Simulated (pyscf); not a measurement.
Structures and frequencies: ωB97X-D3(BJ)/def2-SVP in PySCF. MP2 and CC: frozen core, UHF for open shells. ΔMP2 is the change of the MP2 total energy from the triple- to the quadruple-zeta basis.

Q: HO–Ga(OH)–OH (SMILES [OH][Ga]([OH])[OH]) → O=Ga–OH (SMILES [O]=[Ga][OH]) + H₂O (SMILES O)
Surface: singlet. Broken: H–O, Ga–O. Formed: H–O. Give ΔE‡ and ΔE from CCSD(T)/def2-TZVPP + ΔMP2(QZVPP), relative to the reactant's lowest minimum found.

A: ΔE‡ = 53.6 kcal/mol, ΔE = +66.4 kcal/mol. Zero-point energy shifts the barrier by -1.9 kcal/mol. It is an elimination, with an imaginary mode of 629i cm⁻¹. On the product side the descent ends in an adduct with a Ga–O contact, 17.5 kcal/mol under the separated species and 1.5 kcal/mol under the saddle at ωB97X-D3(BJ)/def2-TZVP. At CCSD(T) the saddle lies under the separated products, which points to a path from their complex (located at ωB97X-D3(BJ) alone), and parting the products costs more than the saddle. What is counted as broken (Ga–O) persists as a longer contact in the product adduct; parting that adduct is a step of its own. This is the saddle that the search found; another between the same sides may lie lower. The CCSD(T) − MP2 part came from Ansatz, without density fitting, on the same reference. The frozen core leaves the outer d or s,p core shells of the metals and heavy elements correlated in the MP2 and CC values, and def2-TZVPP describes them poorly, which can shift differences by a few kcal/mol. Elements up to Kr have no core potential and no relativistic terms here.
